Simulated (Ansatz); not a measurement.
SO2 beside H2Se: one fragment in the basis of the whole pair (the partner's atoms are ghosts).

Input (in.yaml):

```yaml
crystal:
  periodic: [false, false, false]
  atoms:
    - {symbol: O, position_ang: [-0.016379, -1.224158, -1.693912]}
    - {symbol: S, position_ang: [-0.241970, 0.190455, -1.615341]}
    - {symbol: O, position_ang: [0.903419, 1.052393, -1.557387]}
basis:
  gaussian:
    orbitals: "def2-TZVPPD.json"
    ghost_atoms:
      - {symbol: Se, position_ang: [-0.852026, 0.242289, 1.615915]}
      - {symbol: H, position_ang: [0.483719, 0.845840, 1.685573]}
      - {symbol: H, position_ang: [-0.276761, -1.106719, 1.565152]}
hamiltonian: {xc: r2scan, dispersion: d4}
```

The basis file named in the input lies beside it (Basis Set Exchange, JSON).

Run by:

```bash
ansatz run in.yaml --threads 4 --pin off --events-out ev --progress --plain --max-ram 9574MiB
```

The run's output (Ansatz 0.2.0):

```
Functional definition: r2SCAN
  name "r2SCAN"
  cite "Furness, Kaplan, Ning, Perdew & Sun, J. Phys. Chem. Lett. 11, 8208 (2020) doi:10.1021/acs.jpclett.0c02405"
  cite "Furness, Kaplan, Ning, Perdew & Sun, J. Phys. Chem. Lett. 11, 9248 (2020) doi:10.1021/acs.jpclett.0c03077"
  parent r2scan
  parameter k0 = 0.174
  parameter k1 = 0.065
  parameter a1 = 4.9479
  exchange = r2scan_x(k0 = k0, k1 = k1, a1 = a1)
  correlation = r2scan_c
1205 factors; their error is unknown
mean field evaluation 1: about -14919.7119 eV, gradient 7.4e1 eV
mean field evaluation 2: about -14876.1406 eV, gradient 1.7e2 eV
mean field evaluation 4: about -14928.6352 eV, gradient 4.3e0 eV
mean field evaluation 8: about -14928.6672 eV, gradient 1.8e-1 eV
mean field evaluation 16: about -14928.6578 eV, gradient 1.1e-5 eV
mean field -14928.65784235 eV, -548.6180566985 hartree, gradient 1.1e-5 eV, S^2 0.000000; 0 other end points of the search recorded, 0 dependent functions left out
reference -14928.65785931 eV, -548.6180573219 hartree; 16, 16 occupied and 206, 206 virtual orbitals, 1205 factors
Total energy: -14928.66732350 eV, -548.6184051244 hartree
```

Hardware: 4 CPU threads of an AMD EPYC 7R43, shared host. Wall time about 3.6 s.
